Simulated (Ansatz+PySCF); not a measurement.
Values are calculated unless marked as measured or tabulated.
## Several solutions for singlet SO3

| atom | x (Å) | y (Å) | z (Å) |
| --- | --- | --- | --- |
| S | 0.0000 | 0.0000 | 0.0000 |
| O | 1.4415 | 0.0000 | 0.0000 |
| O | -0.7207 | 1.2484 | 0.0000 |
| O | -0.7207 | -1.2484 | 0.0000 |

Basis set: def2-SVP (spherical functions). Charge 0, multiplicity 1.

CASSCF(6,4) was run from several starts with Ansatz (development build ahead of 0.2.0) and PySCF 2.14.0. The starts are those of the Hartree–Fock orbitals from which the active space was taken at the frontier.

```tsv
run	program	start	converged	energy (hartree)	<S²>
A	Ansatz	search for the lowest state	yes	-621.69219	0.00
B	Ansatz	stability test followed	yes	-621.69219	0.00
C	PySCF	program defaults	yes	-621.68759	0.00
D	Ansatz	atomic start, no search	yes	-621.69219	0.00
```

Q: Which runs reached the lowest solution of this kind, and what is wrong with the others?

A: A, B, D reached the lowest solution found. Converged but too high: C by 0.12 eV. Convergence only shows a stationary point; in CASSCF the end hangs on which orbitals enter the active space. Caution: other starts end on other solutions of this active space.
